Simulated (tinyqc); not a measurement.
Inside a calculation. Method: UHF in the sto-3g basis, for H2O+, spin multiplicity 2. This run ends on a higher stationary point, not on the lowest solution. One step of it, computed by the program tinyqc.

Problem. Iteration 2: diagonalisation and new density. Diagonalise F' = X^T F X, C = X C', fill 5 alpha and 4 beta electrons from the bottom; D(s) = C_occ C_occ^T. Each column has its largest component positive (the first on a tie).

F(alpha) (hartree), lower triangle:
```
             1O 1s      1O 2s     1O 2px     1O 2py     1O 2pz      2H 1s      3H 1s
1O 1s   -19.975141
1O 2s    -5.136426  -2.583754
1O 2px    0.000000   0.000000  -0.461933
1O 2py    0.000269  -0.000578   0.000000  -0.669567
1O 2pz   -0.008497  -0.128256   0.000000  -0.001518  -0.503028
2H 1s    -0.688438  -0.722314   0.000000  -0.345821  -0.233082  -0.536220
3H 1s    -0.658866  -0.698933   0.000000   0.337899  -0.227542  -0.174869  -0.528701
```

F(beta) (hartree), lower triangle:
```
             1O 1s      1O 2s     1O 2px     1O 2py     1O 2pz      2H 1s      3H 1s
1O 1s   -19.948991
1O 2s    -5.096580  -2.399776
1O 2px    0.000000   0.000000  -0.412886
1O 2py    0.000033  -0.007612   0.000000   0.222438
1O 2pz   -0.008728  -0.131125   0.000000  -0.000454  -0.454623
2H 1s    -0.680190  -0.671418   0.000000  -0.206946  -0.228354  -0.492037
3H 1s    -0.650878  -0.647756   0.000000   0.200008  -0.223054  -0.182517  -0.486056
```

X, lower triangle:
```
            1O 1s      1O 2s    1O 2px     1O 2py     1O 2pz      2H 1s     3H 1s
1O 1s    1.023287
1O 2s   -0.133462   1.118979
1O 2px   0.000000   0.000000  1.000000
1O 2py  -0.000227   0.002474  0.000000   1.061888
1O 2pz  -0.005003   0.045269  0.000000   0.001036   1.021114
2H 1s    0.017359  -0.189895  0.000000  -0.158132  -0.088625   1.094235
3H 1s    0.016857  -0.182147  0.000000   0.153477  -0.085596  -0.037499  1.088474
```

Give: F' = X^T F X; orbital energies; coefficients C; F' = X^T F X; orbital energies; coefficients C; D(alpha) after iteration 2; D(beta) after iteration 2.

Solution.

F' = X^T F X (alpha) (hartree), lower triangle:
```
          1        2        3        4        5        6        7
1  -19.6005
2   -2.6570  -1.5870
3    0.0000   0.0000  -0.4619
4   -0.0004   0.0034   0.0000  -0.5461
5   -0.0158  -0.0533   0.0000   0.0005  -0.4585
6   -0.0617  -0.3012   0.0000  -0.2564  -0.1561  -0.2865
7   -0.0557  -0.2887   0.0000   0.2491  -0.1511  -0.0429  -0.2943
```

orbital energies (alpha) (hartree): MO1 -19.9853, MO2 -1.3776, MO3 -0.7842, MO4 -0.5337, MO5 -0.4619, MO6 -0.0839, MO7 -0.0083

coefficients C (alpha):
```
            MO1      MO2      MO3      MO4     MO5      MO6      MO7
1O 1s    0.9938  -0.2491   0.0016   0.0815  0.0000   0.0950   0.0132
1O 2s    0.0262   0.9364  -0.0081  -0.3848  0.0000  -0.5560  -0.0797
1O 2px   0.0000   0.0000   0.0000   0.0000  1.0000   0.0000   0.0000
1O 2py   0.0000   0.0010   0.7616  -0.0032  0.0000   0.0893  -0.7669
1O 2pz   0.0019   0.1377   0.0042   0.8408  0.0000  -0.5736  -0.0700
2H 1s   -0.0045   0.1020   0.3139   0.2510  0.0000   0.6291   0.8369
3H 1s   -0.0043   0.0986  -0.3117   0.2597  0.0000   0.8051  -0.6542
```

F' = X^T F X (beta) (hartree), lower triangle:
```
          1        2        3        4        5        6        7
1  -19.5806
2   -2.6405  -1.4076
3    0.0000   0.0000  -0.4129
4    0.0002  -0.0036   0.0000   0.3706
5   -0.0154  -0.0567   0.0000   0.0017  -0.4098
6   -0.0625  -0.2815   0.0000  -0.2403  -0.1557  -0.2751
7   -0.0565  -0.2696   0.0000   0.2331  -0.1505  -0.0427  -0.2834
```

orbital energies (beta) (hartree): MO1 -19.9575, MO2 -1.2157, MO3 -0.4821, MO4 -0.4129, MO5 -0.3848, MO6 -0.0647, MO7 0.5190

coefficients C (beta):
```
            MO1      MO2      MO3     MO4      MO5      MO6      MO7
1O 1s    0.9944  -0.2410   0.0946  0.0000  -0.0017   0.0986  -0.0011
1O 2s    0.0239   0.9053  -0.4407  0.0000   0.0082  -0.5716   0.0097
1O 2px   0.0000   0.0000   0.0000  1.0000   0.0000   0.0000   0.0000
1O 2py   0.0001   0.0044  -0.0044  0.0000  -0.2286   0.0120   1.0601
1O 2pz   0.0019   0.1644   0.8203  0.0000  -0.0172  -0.5997   0.0088
2H 1s   -0.0042   0.1299   0.2588  0.0000  -0.6580   0.7235  -0.4771
3H 1s   -0.0041   0.1251   0.2738  0.0000   0.6751   0.7053   0.4546
```

D(alpha) after iteration 2, lower triangle:
```
          1O 1s    1O 2s  1O 2px   1O 2py  1O 2pz    2H 1s   3H 1s
1O 1s    1.0563
1O 2s   -0.2386   1.0257
1O 2px   0.0000   0.0000  1.0000
1O 2py   0.0007  -0.0039  0.0000   0.5801
1O 2pz   0.0362  -0.1945  0.0000   0.0006  0.7260
2H 1s   -0.0089  -0.0037  0.0000   0.2384  0.2264   0.1719
3H 1s   -0.0082  -0.0052  0.0000  -0.2382  0.2306  -0.0226  0.1743
```

D(beta) after iteration 2, lower triangle:
```
          1O 1s    1O 2s  1O 2px   1O 2py  1O 2pz   2H 1s   3H 1s
1O 1s    1.0558
1O 2s   -0.2361   1.0144
1O 2px   0.0000   0.0000  1.0000
1O 2py  -0.0014   0.0060  0.0000   0.0000
1O 2pz   0.0399  -0.2127  0.0000  -0.0029  0.6999
2H 1s   -0.0110   0.0034  0.0000  -0.0006  0.2336  0.0839
3H 1s   -0.0083  -0.0075  0.0000  -0.0007  0.2452  0.0871  0.0906
```
